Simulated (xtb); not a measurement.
# doublet BH3Cl, run twice

Aim: energy and gradient of doublet BH3Cl at GFN2-xTB (ALPB nitromethane).

The calculation is run with xtb 6.7.1.

7 further runs of the same task are left out: 7 set aside as unsound or not needed.

## (1) Starting point

BH3Cl has 5 atoms, charge 0, and is taken as a doublet. SMILES of the parent species: `[H][B-]([H])([H])Cl`. The shape is that of a GFN2-xTB optimisation. That shape belongs to the parent species and isn't relaxed for this state.

Bond lengths: B1–Cl2 1.875 Å, B1–H3 1.207 Å, B1–H4 1.208 Å, B1–H5 1.207 Å. Angles: Cl2–B1–H3 106.7°, Cl2–B1–H4 106.7°, Cl2–B1–H5 106.7°, H3–B1–H4 112.1°, H3–B1–H5 112.2°, H4–B1–H5 112.1°.

## (2) First attempt

input.inp reads:

```
$scc
   broydamp=0.8
   guess=gasteiger
   maxiterations=5
$end
```

geo.gen reads:

```
5 C
 B Cl H
   1  1     -0.00128000      0.00163000     -0.16701000
   2  2      0.01360000     -0.02114000      1.70733000
   3  3      1.15230000      0.01138000     -0.52224000
   4  3     -0.58664000      1.00570000     -0.49700000
   5  3     -0.57798000     -0.99758000     -0.52108000
```

The run is started by

```console
$ xtb geo.gen --alpb nitromethane --cma --grad -u 1 --acc 0.01 --input input.inp | tee out.txt
```

Standard output:

```text
* xtb version 6.7.1
   ID    Z sym.   atoms
    1    5 B      1
    2   17 Cl     2
    3    1 H      3-5

           -------------------------------------------------
          |                Calculation Setup                |
           -------------------------------------------------

          program call               : xtb geo.gen --alpb nitromethane --cma --grad -u 1 --acc 0.01 --input input.inp
          coordinate file            : geo.gen
          omp threads                :                     1

using GFN CN
 sum q :  0.4440892D-15
 point charge moment (au)
     X       Y       Z
   0.4703  -0.0008   0.0001  total (Debye):    1.195

           -------------------------------------------------
          |                 G F N 2 - x T B                 |
           -------------------------------------------------

[... 2 lines left out ...]
        zeta-weighting                 0.500000
[... 52 lines left out ...]
          :  -> SCF convergence          0.1000000E-07 Eh   :
          :  -> wf. convergence          0.1000000E-05 e    :
[... 12 lines left out ...]
   *** convergence criteria cannot be satisfied within 5 iterations ***
[... 14 lines left out ...]
 SCC (total)                   0 d,  0 h,  0 min,  0.002 sec
 SCC setup                      ...        0 min,  0.000 sec ( 10.950%)
 Dispersion                     ...        0 min,  0.000 sec (  1.357%)
 classical contributions        ...        0 min,  0.000 sec (  0.356%)
 integral evaluation            ...        0 min,  0.000 sec ( 23.943%)
 iterations                     ...        0 min,  0.001 sec ( 34.689%)
 molecular gradient             ...        0 min,  0.000 sec ( 24.022%)
 printout                       ...        0 min,  0.000 sec (  4.224%)

########################################################################
[ERROR] Program stopped due to fatal error
-3- Single point calculation terminated
-2- xtb_calculator_singlepoint: Electronic structure method terminated
-1- scf: Self consistent charge iterator did not converge
########################################################################
```

Standard error:

```text
ERROR STOP
Error termination. Backtrace:
abnormal termination of xtb
```

Run time: 0.067 s. Hardware: 1 thread of Intel Xeon Platinum 8488C (Sapphire Rapids), shared host.

## (3) What went wrong

The run stopped without converging.

The telling line is `1- scf: Self consistent charge iterator did not converge`. What is wrong: the iteration cap is too low for convergence. To mend it: iteration cap at its default in place of 5.

## (4) Second attempt

.CHRG reads:

```
0
```

.UHF reads:

```
1
```

input.inp reads:

```
$scc
   broydamp=0.8
   guess=gasteiger
$end
```

geo.gen is that of step 2.

The run is started by

```console
$ xtb geo.gen --grad --cma --alpb nitromethane --acc 0.01 --input input.inp > xtb.out
```

Standard output:

```text
* xtb version 6.7.1
[...]
      * Solvation model:               ALPB
        Solvent                        nitromethane
[...]
        Solvent mass                       6.1040E+01 g/mol
[...]
          :  # basis functions                  17          :
[...]
          :  # electrons                        13          :
[...]
          :  Hamiltonian                  GFN2-xTB          :
[...]
          :  net charge                          0          :
          :  unpaired electrons                  1          :
[...]
   *** convergence criteria satisfied after 16 iterations ***
[...]
         ::                     SUMMARY                     ::
         :::::::::::::::::::::::::::::::::::::::::::::::::::::
         :: total energy              -7.280305108664 Eh    ::
         :: total w/o Gsasa/hb        -7.278139382010 Eh    ::
         :: gradient norm              0.020648297573 Eh/a0 ::
         :: HOMO-LUMO gap              9.228982983777 eV    ::
         ::.................................................::
         :: SCC energy                -7.308106828495 Eh    ::
         :: -> isotropic ES            0.023535219759 Eh    ::
         :: -> anisotropic ES          0.002045394831 Eh    ::
         :: -> anisotropic XC          0.001963854562 Eh    ::
         :: -> dispersion             -0.001446029067 Eh    ::
         :: -> Gsolv                  -0.002632915523 Eh    ::
         ::    -> Gelec               -0.000467188869 Eh    ::
         ::    -> Gsasa               -0.004578257549 Eh    ::
         ::    -> Ghb                 -0.000003740225 Eh    ::
         ::    -> Gshift               0.002416271120 Eh    ::
[...]
         7        1.4978           -0.4094817             -11.1426 (HOMO)
         8                         -0.0703228              -1.9136 (LUMO)
[...]
     #   Z          covCN         q      C6AA      α(0)
     1   5 B        3.580     0.187    18.837     7.141
     2  17 Cl       0.812    -0.141   103.459    15.560
     3   1 H        0.923    -0.015     3.338     2.857
     4   1 H        0.922    -0.015     3.335     2.856
     5   1 H        0.923    -0.016     3.345     2.860
[...]
molecular dipole:
                 x           y           z       tot (Debye)
 q only:        0.470      -0.001      -0.001
   full:        0.338      -0.001      -0.000       0.859
molecular quadrupole (traceless):
[...]
          | TOTAL ENERGY               -7.280305108664 Eh   |
          | GRADIENT NORM               0.020648297573 Eh/α |
          | HOMO-LUMO GAP               9.228982983777 eV   |
           -------------------------------------------------
[...]
```

Standard error:

```text
normal termination of xtb
```

Wall time 0.039 s (1 thread of Intel Xeon Platinum 8488C (Sapphire Rapids), shared host).

## (5) Results

At GFN2-xTB (ALPB nitromethane):

| quantity | value |
| --- | --- |
| total energy | -7.28031 Eh |
| dipole moment | 0.86 D |
| HOMO energy (partly filled) | -11.14 eV |
| LUMO energy | -1.91 eV |
| dispersion energy | -3.80 kJ/mol |
| solvent term in the energy | -6.9 kJ/mol |
| largest force on an atom | 0.695 eV/Å |
| mean polarisability (D4 model) | 31.3 bohr³ |

In words: Mulliken charges run from -0.14 on Cl2 to +0.19 on B1.
